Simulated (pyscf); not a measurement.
# Four-centre exchange: H₃C–Cl + AlH₃ → CH₄ + H₂Al–Cl

Gas phase, singlet surface, charge 0. Bonds broken: C1–Cl8, Al2–H7. Bonds formed: C1–H7, Al2–Cl8. PySCF, gas phase, ωB97X-D3(BJ)/def2-SVP geometries. Correlated levels are frozen-core, on RHF or UHF. ΔMP2 is the change of the MP2 total energy from the triple- to the quadruple-zeta basis.

Transition state (Å):

```xyz
9

C      1.1122    -0.5826     0.0548
Al    -0.5200     1.8424     0.1081
H      1.7592     0.0408     0.6740
H      0.4677    -1.2929     0.5729
H      1.5499    -0.9306    -0.8792
H     -2.0612     2.2260     0.1141
H     -0.1758     0.4792     0.9811
Cl     0.0229     0.6388    -1.7472
H      0.6379     2.9069     0.3605
```

One imaginary mode, 981i cm⁻¹; descent along it reached the two sides named, in the forms told below.

```json
[
 {"bond": "C1–Cl8", "change": "breaks", "reactant side (Å)": "1.795", "saddle": "2.434", "product side": "3.7"},
 {"bond": "Al2–H7", "change": "breaks", "reactant side (Å)": "1.597", "saddle": "1.655", "product side": "2.425"},
 {"bond": "C1–H7", "change": "forms", "reactant side (Å)": "3.3", "saddle": "1.909", "product side": "1.103"},
 {"bond": "Al2–Cl8", "change": "forms", "reactant side (Å)": "2.516", "saddle": "2.277", "product side": "2.121"}
]
```

Electronic energies relative to the separated reactants (eV):

```tsv
level	barrier	reaction energy	reverse barrier
ωB97X-D3(BJ)/def2-TZVP	1.47	-2.57	4.04
PBE/def2-TZVP	1.19	-2.47	3.67
r²SCAN/def2-TZVP	1.21	-2.60	3.81
B3LYP-D3(BJ)/def2-TZVP	1.31	-2.52	3.83
PBE0-D3(BJ)/def2-TZVP	1.38	-2.51	3.89
M06-2X/def2-TZVP	1.51	-2.59	4.10
ωB97M-D3(BJ)/def2-TZVP	1.51	-2.53	4.05
HF/def2-TZVP	2.02	-2.56	4.58
MP2/def2-QZVPP	1.74	-2.62	4.36
CCSD/def2-TZVPP	1.74	-2.55	4.29
CCSD(T)/def2-TZVPP	1.60	-2.54	4.15
CCSD(T)/def2-TZVPP + ΔMP2(QZVPP)	1.58	-2.55	4.13
```

With CCSD(T)/def2-TZVPP + ΔMP2(QZVPP) energies and thermal terms (ideal gas, 1 atm, RRHO with modes under 100 cm⁻¹ raised to 100, one conformer, R ln 2 for chiral ones without a mode under 150 cm⁻¹), in eV:

```json
[
 {"T (K)": "298", "ΔH‡": "1.59", "ΔG‡": "1.97", "ΔH": "-2.46", "ΔG": "-2.46"},
 {"T (K)": "600", "ΔH‡": "1.62", "ΔG‡": "2.34", "ΔH": "-2.46", "ΔG": "-2.45"},
 {"T (K)": "900", "ΔH‡": "1.65", "ΔG‡": "2.70", "ΔH": "-2.47", "ΔG": "-2.44"},
 {"T (K)": "1200", "ΔH‡": "1.68", "ΔG‡": "3.05", "ΔH": "-2.48", "ΔG": "-2.43"}
]
```

On the reactant side the descent ends in an adduct with a Al–Cl contact, 0.63 eV under the separated species and 2.10 eV under the saddle at ωB97X-D3(BJ)/def2-TZVP. On the product side the descent ends in a complex (not fully relaxed), 0.18 eV under the separated species and 4.22 eV under the saddle at ωB97X-D3(BJ)/def2-TZVP. What is counted as formed (Al–Cl) is already present as a longer contact in the reactant adduct; forming that adduct is a step of its own. One saddle was located; it need not be the lowest between these sides. The CCSD(T) − MP2 part came from Ansatz, without density fitting, on the same reference.
